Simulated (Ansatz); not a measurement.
This Ansatz (a first-principles code) input (B3LYP/pcseg-1) gives -238.94025 Eh with 52 basis functions. A basis named .json is the Basis Set Exchange file of that set (core-valence sets with the plain set on hydrogen).

Ansatz 0.2 input:
```yaml
crystal:
  periodic: [false, false, false]
  atoms:
    - {symbol: C, position_ang: [0.00439699, 0.00529408, 0.50425813]}
    - {symbol: F, position_ang: [-0.01696785, 1.10243765, -0.30214647]}
    - {symbol: F, position_ang: [0.01189880, -1.10854091, -0.27918568]}
    - {symbol: H, position_ang: [-0.90251824, -0.00024261, 1.11129806]}
    - {symbol: H, position_ang: [0.92175780, 0.02340746, 1.09514257]}
basis:
  gaussian:
    orbitals: pcseg-1.json
hamiltonian:
  xc: {name: B3LYP}
magnetization: {spin_polarized: false}
```

Change:
```diff
- orbitals: pcseg-1.json
+ orbitals: 6-31G
```

Q: What does the run give now?

A: -238.91789 Eh (B3LYP/6-31G, 31 functions), a change of +22.36 mEh.
